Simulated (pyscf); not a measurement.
This saddle point was located with ωB97X-D3(BJ)/def2-SVP in PySCF.

```xyz
9

Cl    -0.7468     0.6012     1.9404
B     -1.3915    -0.0207     0.3685
Cl    -1.9375    -1.7368     0.1958
H     -2.4666     0.7008     0.1360
Si     0.1659     0.2181    -1.0129
H     -1.7029     0.8124    -0.5356
H      0.7120     1.6045    -1.0409
H     -0.2089    -0.2030    -2.3926
H      1.1505    -0.7247    -0.4231
```
Charge 0, spin multiplicity 1.

Surface: singlet, charge 0. Lowest wavenumbers (cm⁻¹): 882i, 128, 175, 201, 280.

Question: Which two sides does it connect, and which bonds change?

Answer: Cl–BH–Cl + silane (SiH₄) ⇌ H₃Si–B(Cl)–Cl + hydrogen (H₂), a four-centre exchange read from left to right: B–H, H–Si broken and B–Si, H–H formed. At ωB97M-D3(BJ)/def2-TZVP it lies +30.8 kcal/mol from the left side and +20.4 kcal/mol from the right (each side as separated species at their lowest minima found). At the saddle there is also a short B–H contact that neither side keeps. The same reactants have a lower exit, to Cl–BH–Cl + SiH₄ (barrier +13.2 kcal/mol at ωB97M-D3(BJ)/def2-TZVP, against +30.8 kcal/mol here). This is the saddle that the search found; another between the same sides may lie lower.
